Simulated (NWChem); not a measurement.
## ammonia (H3N)

SMILES: N
```xyz
4

N      0.0016     0.1283     0.0000
H     -0.4728    -0.2934     0.8124
H     -0.4728    -0.2934    -0.8124
H      0.9343    -0.3110     0.0000
```
Charge 0, spin multiplicity 1.

Program: NWChem. All single points use one geometry, from PBE/def2-SVP, a minimum by its harmonic frequencies.

The field's frequency is 0.0773 Ha (589 nm).

Problem. Give the polarisability tensor in bohr³ at LDA (SVWN5)/def2-SVPD, in the frame of the coordinates, and its isotropic mean.

Solution. 
```
14.49   0.02   0.00
 0.02  15.74   0.00
 0.00   0.00  14.49
```
Mean (one third of the trace): 14.91 bohr³.
